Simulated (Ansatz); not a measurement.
**Worked example: HSi–BH⁺, quintet against HSi–BH, quartet**

Geometry (PBE0/def2-TZVP stationary point of a quartet), kept for both states (HSi–BH, quartet: A''; HSi–BH⁺, quintet: A''):

```yaml
atoms:
  - { symbol: Si, position_ang: [0.0000, -0.0471, 0.5518] }
  - { symbol: B, position_ang: [0.0000, -0.0605, -1.3633] }
  - { symbol: H, position_ang: [0.0000, 1.1711, 1.4474] }
  - { symbol: H, position_ang: [0.0000, 0.7893, -2.2001] }
```

Basis 6-31G; Ansatz 0.2.0. Only valence electrons are correlated (noble-gas cores frozen). Prefix R: restricted or restricted open-shell reference; prefix U: unrestricted.

Full CI is exact within this basis and frozen core; it isn't the basis-set limit. The frozen core follows each run's orbitals, which can shift R against U totals by a few meV.

```tsv
level	E(HSi–BH, quartet) (hartree)	E(HSi–BH⁺, quintet) (hartree)
UHF	-314.587368	-314.173651
UMP2	-314.654847	-314.233150
UCCSD(T)	-314.681636	-314.263476
PBE	-315.125561	-314.694793
B3LYP	-315.341109	-314.901598
full CI	-314.682516	-314.264905
```

Give the vertical gap, HSi–BH⁺ quintet less HSi–BH quartet, at each level in eV (1 hartree = 27.2114 eV), and each error against full CI.

full CI: (-314.264905 − (-314.682516)) × 27.2114 = 11.364 eV (the reference)
B3LYP: (-314.901598 − (-315.341109)) × 27.2114 = 11.960 eV, error 0.596 eV
PBE: (-314.694793 − (-315.125561)) × 27.2114 = 11.722 eV, error 0.358 eV
UCCSD(T): (-314.263476 − (-314.681636)) × 27.2114 = 11.379 eV, error 0.015 eV
UMP2: (-314.233150 − (-314.654847)) × 27.2114 = 11.475 eV, error 0.111 eV
UHF: (-314.173651 − (-314.587368)) × 27.2114 = 11.258 eV, error -0.106 eV

Total energies of functionals can't be set beside those of wave-function methods, since they hold the core's correlation and their own absolute errors; only the differences compare.

The set has no polarisation functions, so the order and spacing of states can differ from the basis-set limit.

In so small a basis the reference is far from its limit while semilocal and hybrid functionals are nearer theirs, so the functionals' errors here hold much of the reference's basis and frozen-core error, which can add to them or hide them.

Each level lands on the state that its own search finds. T1 diagnostics of restricted CCSD: 0.026 and 0.042.
